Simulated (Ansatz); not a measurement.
Born–Oppenheimer molecular dynamics of AlFH3N (6 atoms, charge 0, multiplicity 1). It goes on from the last frame of an earlier run, with new velocities.

Level of theory: RKS PBE0-D4/STO-3G in Ansatz 0.2.0.

| Item | Value |
| --- | --- |
| ensemble | NVT, Nosé–Hoover chain |
| time step | 0.5 fs |
| steps asked | 250 |
| set temperature | 300 K |
| thermostat | time constant 50 fs, chain length 5 |
| seed | 486515 |

First frame:

```xyz
6
Properties=species:S:1:pos:R:3
Al -0.034 -0.016 0.052
N 0.019 0.020 1.742
H -0.815 -0.149 2.343
H 0.882 -0.098 2.259
F 1.427 0.126 -0.670
H -1.416 0.001 -0.542
```

(1) How far do the bonds stretch over the last three quarters of this one trajectory? (Pairs bonded in most of those frames.)

Answers

(1) 
| bond | mean (Å) | spread (Å) | shortest | longest |
| --- | --- | --- | --- | --- |
| Al1–N2 | 1.730 | 0.019 | 1.69 | 1.76 |
| Al1–F5 | 1.632 | 0.017 | 1.60 | 1.66 |
| Al1–H6 | 1.496 | 0.037 | 1.43 | 1.56 |
| N2–H3 | 1.037 | 0.030 | 0.98 | 1.11 |
| N2–H4 | 1.038 | 0.028 | 0.99 | 1.08 |

Mean temperature of the second half: 425 K. The conserved energy stayed within 0.68 meV per atom of its start (net change -0.071 meV per atom), so the integration is sound. The mean temperature of the second half is 42 % above the set value. A run of 0.12 ps of so small a system gives no equilibrium averages. Limits of this set-up: minimal basis.

Time of the run: 2.7 min on 1 thread of Arm Neoverse V2, on a shared host, peak memory 0.074 GiB.
